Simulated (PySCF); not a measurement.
How methods differ on the ionisation energy of B

B [He] 2s2 2p1 (2P) → B⁺ [He] 2s2 (1S), as a difference of total energies. Computed with PySCF 2.14 in pcseg-2 (4s3p2d1f, 30 functions), with no relativity, point nucleus. Correlated levels: valence: 1s2 frozen. The calculations carry no spin-orbit coupling.

```
           method  ionisation energy (eV)
              UHF                   8.011
           M06-2X                   8.296
             MN15                   8.222
    MP2 (valence)                   8.205
SCS-MP2 (valence)                   8.175
   CCSD (valence)                   8.104
CCSD(T) (valence)                   8.136
```

Errors of the correlated levels include the incompleteness of this basis and the frozen core.

The coupled-cluster amplitudes are large for B⁺ (T1 above 0.03 or a double amplitude above 0.15), so a single reference is strained.

Task: Which method comes closest to the reference value, and which is furthest?

Result: The reference is 8.297 eV (measured; NIST levels, between the centres of gravity of the two terms). Closest: M06-2X (error -0.001 eV); furthest: UHF (error -0.286 eV).
